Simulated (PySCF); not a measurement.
AlF₃, SMILES [F][Al]([F])[F].

Geometry optimised at TPSSh-D3(BJ)/def2-TZVP. The isomer is the one that the SMILES or the coordinates give; other isomers of the formula were not compared.

The numbers are results of TDA-CAM-B3LYP/def2-SVPD in PySCF, not measurements.

Vertical excitations; the highest root listed may be one member of a degenerate set. Gas-phase values at a fixed geometry. State labels are in the subgroup C2v.

Computed lowest excited states:
| state | symmetry | energy (eV) | λ (nm) | f | main pairs |
|---|---|---|---|---|---|
| S1 | B1 | 8.60 | 144 | 0.000 | HOMO→LUMO 95 % |
| S2 | B2 | 9.07 | 137 | 0.000 | HOMO−1→LUMO (degenerate set) |
| S3 | A2 | 9.07 | 137 | 0.000 | HOMO−2→LUMO (degenerate set) |
| S4 | B1 | 9.40 | 132 | 0.080 | HOMO−3→LUMO (degenerate set) |
| S5 | A1 | 9.40 | 132 | 0.080 | HOMO−4→LUMO (degenerate set) |
| S6 | B2 | 9.90 | 125 | 0.199 | HOMO−5→LUMO 95 % |
| S7 | A2 | 10.06 | 123 | 0.000 | HOMO→LUMO+1 98 % |
| S8 | A1 | 10.32 | 120 | 0.016 | HOMO−6→LUMO, HOMO−1→LUMO+1 (degenerate set) |
| S9 | B1 | 10.32 | 120 | 0.016 | HOMO−7→LUMO, HOMO−2→LUMO+1 (degenerate set) |
| S10 | A2 | 10.74 | 115 | 0.000 | HOMO−3→LUMO+1 97 % |
| T1 | B1 | 8.33 | 149 | 0 | HOMO→LUMO 93 % |
| T2 | A2 | 8.76 | 142 | 0 | HOMO−2→LUMO (degenerate set) |
| T3 | B2 | 8.76 | 142 | 0 | HOMO−1→LUMO (degenerate set) |
| T4 | B1 | 8.99 | 138 | 0 | HOMO−3→LUMO 92 % |
Triplets are in the Tamm–Dancoff approximation.
